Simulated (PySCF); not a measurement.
Molecule: cyclopropene, C₃H₄ (charge 0, singlet). 
Coordinates optimised at B3LYP-D3(BJ)/def2-TZVP (Ansatz):
SMILES: C1=CC1
```xyz
7

C     -0.0054     0.0051     0.8609
C     -0.0002    -0.6463    -0.4958
C      0.0065     0.6404    -0.5035
H      0.9023     0.0040     1.4624
H     -0.9206     0.0134     1.4509
H     -0.0016    -1.5779    -1.0322
H      0.0147     1.5655    -1.0509
```
Charge 0, spin multiplicity 1.

Dispersion corrections to the total energy (kcal/mol) from the dftd3 and dftd4 libraries through PySCF: D3(BJ) without and D4 with the three-body term, each with the damping fitted for the functional named.

```tsv
functional	D3(BJ)	D4
B3LYP	-3.76	-3.18
LC-wPBE	-1.91	___
PBE	___	-1.97
B2GP-PLYP	-1.20	-0.79
TPSSh	-2.43	-2.42
B2PLYP	___	-1.36
BHLYP	-2.85	-2.13
```

### Question
Complete the blanks.

### Answer

- LC-wPBE, D4: -2.17
- PBE, D3(BJ): -2.20
- B2PLYP, D3(BJ): -1.66
